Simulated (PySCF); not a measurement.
A GIAO shielding run with PySCF 2.14.0 with density-fitted response routines (density fitting, non-relativistic, gas phase) on SMILES CO/C(F)=C\F, C$_{3}$H$_{4}$F$_{2}$O:

```
{"job": {"kind": "nmr", "xc": "PBE", "basis": "pcSseg-2", "pop": false}, "charge": 0, "multiplicity": 1}
C     -1.592594    -0.073922     0.191509
O     -0.302963    -0.259483     0.751163
C      0.696943     0.337541     0.122818
F      0.551432     1.652684    -0.048750
C      1.813778    -0.260350    -0.295847
F      1.981227    -1.573445    -0.170456
H     -2.288923    -0.649630     0.812423
H     -1.883445     0.987546     0.204447
H     -1.627837    -0.451218    -0.844203
H      2.652385     0.290276    -0.723104
```

Hardware: 1 thread of an x86-64 server CPU, shared host.

Task: How large is the calculation?

Result: 48 electrons, 272 basis functions and 717 auxiliary functions.

Task: How long does it take?

Result: 37 s of wall time, with 16 SCF cycles. Times on a shared host scatter by some tens of per cent.

Task: And these other runs on the same molecule and hardware: GIAO shielding at PBE0/pcSseg-1; spin–spin coupling at B3LYP/pcJ-1?

Result: PBE0/pcSseg-1: 122 functions, 8.1 s; B3LYP/pcJ-1: 202 functions, 19 s.
